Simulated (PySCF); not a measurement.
Job file and geometry (Å, from PBE0-D3(BJ)/def2-SVP) of an NMR shielding run on SMILES FSF, F2S, GIAO PBE0/pcSseg-2 NMR shielding, non-relativistic, gas phase (PySCF); density fitting, a coarse starting grid and PySCF grid level 2 are the driver's defaults:

```
{"job": {"kind": "nmr", "xc": "PBE0", "basis": "pcSseg-2", "pop": false}, "charge": 0, "multiplicity": 1}
F     -1.226977    -0.355992    -0.000000
S     -0.004711     0.695242    -0.000000
F      1.231688    -0.339341     0.000000
```

Question: Write the output of this run.

Answer: 
```
coarse grid: 3800 points
cycle   1  E = -597.5419287377  dE =  3.427e-01  |g| = 6.266e-01  |ddm| = 1.486e+00
cycle   2  E = -597.4252942064  dE =  1.166e-01  |g| = 1.065e+00  |ddm| = 7.317e-01
cycle   3  E = -597.6021785854  dE = -1.769e-01  |g| = 6.826e-02  |ddm| = 4.746e-01
cycle   4  E = -597.6028815704  dE = -7.030e-04  |g| = 1.604e-02  |ddm| = 4.740e-02
cycle   5  E = -597.6029225818  dE = -4.101e-05  |g| = 1.606e-03  |ddm| = 1.081e-02
cycle   6  E = -597.6029230808  dE = -4.991e-07  |g| = 2.584e-04  |ddm| = 1.661e-03
final grid: 34960 points
cycle   7  E = -597.6048929715  dE = -2.917e-05  |g| = 2.568e-03  |ddm| = 1.096e-02
cycle   8  E = -597.6048924434  dE =  5.281e-07  |g| = 3.043e-03  |ddm| = 3.088e-03
cycle   9  E = -597.6048938012  dE = -1.358e-06  |g| = 7.316e-04  |ddm| = 1.751e-03
cycle  10  E = -597.6048938768  dE = -7.561e-08  |g| = 7.891e-05  |ddm| = 3.317e-04
cycle  11  E = -597.6048938779  dE = -1.061e-09  |g| = 1.504e-05  |ddm| = 5.580e-05
cycle  12  E = -597.6048938779  dE = -3.342e-11  |g| = 5.018e-06  |ddm| = 1.066e-05
converged SCF energy = -597.6048938779

GIAO shielding tensors (ppm)
atom      isotropic    diamagn.    paramagn.     s11        s22        s33       span
  0 F      348.362     467.573    -119.211     -8.514     92.816    960.783    969.297
  1 S     -952.265    1046.591   -1998.855  -1933.525   -831.922    -91.348   1842.177
  2 F      348.362     467.573    -119.211     -8.521     92.826    960.780    969.300
```

Question: Turn these shieldings into chemical shifts. Scale: ¹⁹F (σref 175.81) vs CFCl3; ³³S (σref 502.94) vs CS2 (reference shieldings calculated alike).

Answer: Averaging equivalent atoms: F 0/2: -172.6; S 1: 1455 ppm. Unscaled 19F shifts against computed CFCl3 carry errors that often reach 10 to 50 ppm.

Size and cost of the density-fitted run: 115 basis functions, 2.3 s wall time on 1 thread of an x86-64 server CPU, shared host.
